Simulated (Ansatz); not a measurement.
# B2 (singlet): wave-function methods side by side at distance B1–B2 = 1.981 Å, cc-pVDZ

Aim: climb from Hartree-Fock through coupled cluster and multireference methods for B2 (singlet) at one geometry and basis, and see what each rung misses.

Computed with Ansatz 0.2.0, Gaussian basis. Level: cc-pVDZ, core rule «outside noble gas», up to 2 orbitals frozen.

Plan: UHF; CCSD(T) on RHF; CCSD(T) on UHF; BCCD(T) on RHF; CISD; CCSDT(Q) on RHF; CCSDT(Q) on UHF; CISDTQ; CCSDTQ on RHF; CASSCF and MRCISD+Q, 2 electrons in 2 orbitals; CASSCF and NEVPT2, 2 electrons in 2 orbitals; CASSCF and MRCISD+Q, 6 electrons in 8 orbitals; CASSCF and NEVPT2, 6 electrons in 8 orbitals; Full CI.

29 further runs of the same task are left out: 6 for a known fault of the program, 19 that didn't finish, 4 set aside as unsound or not needed.

### 1 The geometry

The geometry derives from a PBE0/def2-TZVP stationary point (not a proven minimum). One bond is set to the value named and the two fragments are kept rigid.

2 atoms, charge 0, spin multiplicity 1.

Atoms are counted from 1 here; the program's logs count them from 0.

No contacts short enough for the rule that draws bonds.

### 2 UHF

Input file in.yaml:

```yaml
crystal:
  periodic: [false, false, false]
  atoms:
    - {symbol: B, position_ang: [0.000000, 0.000000, 0.000000]}
    - {symbol: B, position_ang: [0.000000, 0.000000, 1.981000]}
basis:
  gaussian: {orbitals: cc-pVDZ}
magnetization: {spin_polarized: true, initial_magnetization: 0}
hamiltonian: {xc: hf}
output: {orbitals: {seedname: orbitals}}
```

Launch:

```
$ ansatz run in.yaml --threads 1 --pin off --events-out ev --progress --plain --max-ram 2393MiB
```

After this run come: CCSD(T) on RHF; CCSD(T) on UHF; BCCD(T) on RHF; CISD; CCSDT(Q) on RHF; CCSDT(Q) on UHF; CISDTQ; CCSDTQ on RHF; CASSCF and MRCISD+Q, 2 electrons in 2 orbitals; CASSCF and NEVPT2, 2 electrons in 2 orbitals; CASSCF and MRCISD+Q, 6 electrons in 8 orbitals; CASSCF and NEVPT2, 6 electrons in 8 orbitals; Full CI.

Before running them: what should the planned runs give, taken together? Wanted: FCI below the RHF energy; RMP2 from FCI; RCCSD from FCI; RCCSD(T) from FCI; RCCSDT(Q) from FCI; T1 diagnostic; effectively unpaired electrons.

As calculated:

```
                         quantity               value
         FCI below the RHF energy          -4.2583 eV
                    RMP2 from FCI         +1544.5 meV
                   RCCSD from FCI          +222.5 meV
                RCCSD(T) from FCI          +109.4 meV
               RCCSDT(Q) from FCI           +29.4 meV
levels within 1 kcal/mol (43 meV)  RCCSDT(Q), RCCSDTQ
                    T1 diagnostic               0.017
   effectively unpaired electrons                1.52
```

What this shows: RCCSD(T) misses by +109.4 meV, 2.6 % of the correlation energy. The occupations show strong static correlation (1.5 unpaired electrons where one determinant has 0). Coupled cluster on one determinant still stays close here. Coupled cluster took another determinant than the lowest Hartree-Fock one. These misses are within one basis, not against nature.
